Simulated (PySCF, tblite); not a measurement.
Isomers of C4H6N (doublet state), one GFN2-xTB conformer each. Single-point energies are computed at B3LYP/pcH-1 (PySCF, gas phase, no added dispersion term), electronic only. GFN2-xTB treats the open shell by occupation alone, and not every SCF solution was tested for stability.

Task: Rank them by B3LYP/pcH-1 energy, lowest first (kcal/mol).
A. `C[C](C)C#N` [radical]
B. `[CH2:1]=[N:2][C:3]1[CH2:4][CH2:5]1` (doublet state) with C1–N2–C3–C4 -28°

Result: A (0.0), B (47.3).

As drawn, the higher has a three-membered ring, which the lower lacks. GFN2-xTB itself gives, in the same order: 0.0, 18.2. Both levels put the same isomer lowest.

Task: What happens when harmonic zero-point energies from GFN2-xTB frequencies are added?

Result: 
| SMILES | ZPE (kcal/mol) | electronic (kcal/mol) | with ZPE (kcal/mol) |
| --- | --- | --- | --- |
| C[C](C)C#N | 54.4 | 0.0 | 0.0 |
| C=N[C]1CC1 | 54.2 | 47.3 | 47.0 |

The zero-point energies span 0.2 kcal/mol. The order is unchanged.
